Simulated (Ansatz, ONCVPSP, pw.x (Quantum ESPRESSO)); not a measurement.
ruthenium (bcc): variants of one ONCV potential in the solid

ONCVPSP 4.0.1.1 (patched build) input, shortened (lines: element, Z, core and valence counts, functional; n l f; lmax; l rc ep ncon nbas qcut; lloc lpopt rc5 dvloc0; l nproj debl; icmod fcfact rcfact), PBEsol, scalar-relativistic:

```
  Ru 44.00    6    4  -116133      upf
    1    0    2.00
    2    0    2.00
    2    1    6.00
    3    0    2.00
    3    1    6.00
    3    2   10.00
    4    0    2.00
    4    1    6.00
    4    2    7.00
    5    0    1.00
    2
    0    1.80    0.00    4    8    7.60
    1    1.75    0.00    3    8    7.90
    2    1.35    0.00    3    7    8.30
    4    5    1.35    0.00
    0    2    3.80
    1    3    3.10
    2    2    0.70
    0    0.00    0.00
```

Crystal test: bcc Ru in pw.x 7.5, no spin, 15³ k-points, Fermi–Dirac smearing 0.01 Ry, cutoffs set for each file from its atomic test. The reference is all-electron LAPW (Ansatz 0.2.0) with the same functional, mesh and smearing; V0 and B0 come from Birch–Murnaghan fits to the pressures at five volumes. Errors are pseudo minus all-electron; Δ is the rms difference of the E(V) curves that follow from these fits, minima aligned, over ±6 % about the mean V0. Mesh and smearing are coarse, so the numbers serve the comparison and aren't converged zero-temperature values; the lattice is a test structure that the element need not adopt.

All-electron: a0 = 3.021 Å (V0 = 13.79 Å³/atom), B0 = 307.4 GPa.

1 further variants are left out: they gave no file fit for a test, a broken result, the same result as the base, or pressures whose basis-set error rivals the error shown.

| change | cutoffs (Ry) | pw.x | a0 (Å) | a0 error (%) | B0 error (%) | Δ (meV/atom) | mean pressure error (GPa) |
| --- | --- | --- | --- | --- | --- | --- | --- |
| base | 70/280 | converged | 3.022 | +0.05 | +0.3 | 1.3 | +0.45 |
| d: rc 1.56 | 70/280 | converged | 3.023 | +0.06 | +0.1 | 1.8 | +0.60 |
| all radii scaled by about 1.20 (s 2.16, p 2.10, d 1.62 bohr); local potential polynomial inside 1.62 bohr (lpopt 5, dvloc0 0 Ha) | 65/260 | converged | 3.024 | +0.09 | +0.6 | 2.5 | +0.86 |
| s: qcut 7.1 | 70/280 | converged | 3.022 | +0.05 | +0.3 | 1.3 | +0.45 |

Give the row for: local potential polynomial inside 1.35 bohr (lpopt 5, dvloc0 3.5 Ha).

pw.x: converged; mean pressure error (GPa): +0.87; a0 (Å): 3.024; a0 error (%): +0.09; B0 error (%): +0.5; Δ (meV/atom): 2.6.
